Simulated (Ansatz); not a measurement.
A run of Ansatz (development build ahead of 0.2.0) on doublet O₂F at this shape:

```yaml
atoms:
  - { symbol: F, position_ang: [0.0213, 0.1683, -1.2504] }
  - { symbol: O, position_ang: [0.0197, -0.5240, 0.2062] }
  - { symbol: O, position_ang: [-0.0258, 0.3272, 1.0510] }
```

Its results:

```json
{
  "Converged": "yes",
  "Reference energy": "-248.97644 hartree",
  "Correlation energy": "-0.74023 hartree",
  "Total energy": "-249.71667 hartree",
  "Spin squared of the determinant": "0.750",
  "Stability test": "minimum among restricted orbitals",
  "Occupied orbitals by symmetry in an Abelian subgroup (alpha; beta)": "10 A' 3 A''; 10 A' 2 A''"
}
```

Forces (eV/Å):
| atom | Fx | Fy | Fz |
| --- | --- | --- | --- |
| F1 | 0.009 | -0.169 | -0.143 |
| O2 | -0.163 | 3.198 | 2.743 |
| O3 | 0.155 | -3.029 | -2.600 |

Which input gives this output? Name the method, the orbitals and the basis set, and write the input.

ROHF-MP2 in cc-pVTZ.

```yaml
crystal:
  periodic: [false, false, false]
  atoms:
    - { symbol: F, position_ang: [0.02129, 0.16831, -1.25041] }
    - { symbol: O, position_ang: [0.01972, -0.52404, 0.20616] }
    - { symbol: O, position_ang: [-0.02583, 0.32717, 1.05095] }
basis:
  gaussian: { orbitals: cc-pVTZ }
magnetization:
  initial_magnetization: 1
hamiltonian:
  xc: hf
correlation:
  method: mp2
  frozen_orbitals: { F: 1, O: 1 }
output:
  forces: true
```

Caution: an unrestricted determinant lies well below; other determinants can give a lower correlated total; forces differ strongly between restricted and unrestricted references.
